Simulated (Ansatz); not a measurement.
**CsCl-type TlCl**

Calculation: B3LYP (VWN-RPA form) (PAW; Ansatz, a first-principles code).

Numerical settings: plane-wave cutoff 460 eV, 8×8×8 k mesh, Fermi–Dirac smearing 0.01 eV, scalar-relativistic PAW data made under PBE.

Cell: measured lattice: a = 3.8416 Å, b = 3.8416 Å, c = 3.8416 Å, α = 90.00°, β = 90.00°, γ = 90.00°.

```
Quantity                               Value
---------------  ---------------------------
band gap         3.34 eV (on the SCF k mesh)
direct gap at Γ                     11.03 eV
```

Note: cell and atoms aren't relaxed at this level (pressure 2.7 GPa).

Spin–orbit coupling is not included; with these elements it can move the gap by several tenths of an eV or more.

Static lattice: no zero-point or thermal effects.

The result took about 4 core-minutes (a rough figure).
